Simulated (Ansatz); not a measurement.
# Which is lower?

Two relaxed structures of Si2H4S, singlet (PBE0-D4/def2-TZVP; forces vanish, vibrations not checked).

A:

Si1  (-0.705, 0.519, -0.175)
Si2  (0.717, -0.942, 0.611)
S3  (1.762, -0.667, 2.435)
H4  (-1.569, -0.111, -1.213)
H5  (2.938, -1.119, 1.970)
H6  (-1.529, 1.163, 0.885)
H7  (1.547, -1.755, -0.313)
(Å)

B:

```
7
angstrom
Si 1.4437 0.5439 2.0762
Si 1.6821 -0.6160 0.3395
S -1.6232 0.3286 -0.7731
H -2.5207 0.7294 -1.6908
H -0.9832 1.5052 -0.7815
H 0.5744 -0.8327 1.5267
H 1.5252 -1.7182 -0.6532
```

Computed with Ansatz 0.2.0 (basis: def2-TZVPP); correlated methods freeze the cores. B3LYP uses VWN-RPA correlation.

(1) Which structure is lower at CCSD(T), and by how much? (Judge from chemistry; the value comes from the calculation.)

The T1 diagnostic stays at or below 0.018. The restricted Hartree–Fock reference is unstable towards an unrestricted one at one or more of these structures. A large double-excitation amplitude points to some diradical character; no triplet was computed.

Answers

(1) By the calculation: A, by 193.8 kJ/mol (electronic energy, against the other). By their contacts, A is Si₂H₄S ([SiH2][SiH][SH]) and B is a complex of Si₂H₂ ([H]1[Si][SiH]1) + H₂S.

All methods give the same order:

| method | E(B) − E(A) (kJ/mol) |
| --- | --- |
| PBE-D4 | 197.5 |
| r2SCAN-D4 | 211.2 |
| PBE0-D4 | 207.8 |
| B3LYP-D4 | 204.7 |
| wB97M-V | 193.0 |
| HF | 222.1 |
| MP2 | 197.1 |
| CCSD | 197.2 |
| CCSD(T) | 193.8 |

Labels in which every atom is bracketed show which atoms are joined, not bond orders.

For scale, one of the runs: CCSD(T)/def2-TZVPP, 182 basis functions, launched by `ansatz run in.yaml --threads 2 --pin off --events-out ev --progress --plain --max-ram 4352MiB`. The run took 42 s on 2 CPU threads of an Arm Neoverse N1 (shared host), with 1.5 GiB of host memory at its peak.
